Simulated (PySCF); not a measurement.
**thiophen-2-ol (Oc1cccs1, C₄H₄OS)**

Geometry:
```
atom   x (Å)   y (Å)   z (Å)
  O1   2.340  -0.020  -0.231
  C2   1.005   0.073  -0.065
  C3   0.101  -0.890  -0.394
  C4  -1.230  -0.489  -0.106
  C5  -1.318   0.757   0.430
  S6   0.236   1.469   0.595
  H7   2.779   0.758   0.122
  H8   0.387  -1.841  -0.822
  H9  -2.095  -1.111  -0.292
 H10  -2.194   1.302   0.742
```

Computed with PySCF 2.14.0, TDDFT CAM-B3LYP/def2-TZVPD excited states, vertical, gas phase. Geometry: PBE0-D3(BJ)/def2-TZVP.

(1) How strongly do the lowest singlets absorb one photon, and two photons of half the energy?

Answers

(1) δ for parallel linear polarisation; σ at the peak of a Lorentzian of half width 0.1 eV, single beam; Ω is circular over linear.
| state | E (eV) | f | photon λ (nm) | δ (au) | σ (GM) | Ω | main |
| --- | --- | --- | --- | --- | --- | --- | --- |
| S1 | 4.71 | 0.000 | 526 | 2.12 | 0.02 | 1.50 | HOMO→LUMO 0.80 |
| S2 | 5.32 | 0.086 | 466 | 16.2 | 0.17 | 0.77 | HOMO→LUMO+2 0.94 |
| S3 | 5.62 | 0.001 | 441 | 6.61 | 0.08 | 1.50 | HOMO−1→LUMO 0.39, HOMO→LUMO+1 0.26 |
| S4 | 5.68 | 0.001 | 436 | 20.5 | 0.24 | 1.50 | HOMO→LUMO+1 0.46, HOMO−1→LUMO 0.26 |
| S5 | 6.04 | 0.051 | 410 | 38.1 | 0.51 | 1.20 | HOMO−1→LUMO+2 0.70, HOMO→LUMO+9 0.20 |
| S6 | 6.17 | 0.004 | 402 | 35.1 | 0.49 | 1.50 | HOMO→LUMO+3 0.43, HOMO→LUMO+4 0.41 |
